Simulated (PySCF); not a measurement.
# C4H2O2: the cost of one run

Programs: PySCF 2.14.0, with routines of our own; each step states its level. All values are computed. Atoms count from 0.

## Step 1: The starting structure

8 atoms, charge 0, multiplicity 1; geometry from: GFN2-xTB.

## Step 2: Geometry optimisation at CAM-B3LYP/def2-SVP

What the job is given:

```
{"job": {"xc": "CAM-B3LYP", "basis": "def2-SVP", "grid": 1, "kind": "geom"}, "charge": 0, "multiplicity": 1}
O     -1.582899     1.617403     0.022514
C     -0.741216     0.774793     0.008540
C     -0.707153    -0.718275     0.028881
C      0.641244    -0.780331    -0.011302
C      0.810362     0.703437    -0.038326
O      1.725044     1.465286    -0.077951
H     -1.482820    -1.461424     0.063181
H      1.346496    -1.591476    -0.020100
```

The run is started by

```
OMP_NUM_THREADS=1 python excited_run.py task.json out
```

One launch serves the whole session: the jobs run in the order shown.

**Question.** How long does this run take on 1 thread of Arm Neoverse V2, shared host?

About 19 s.
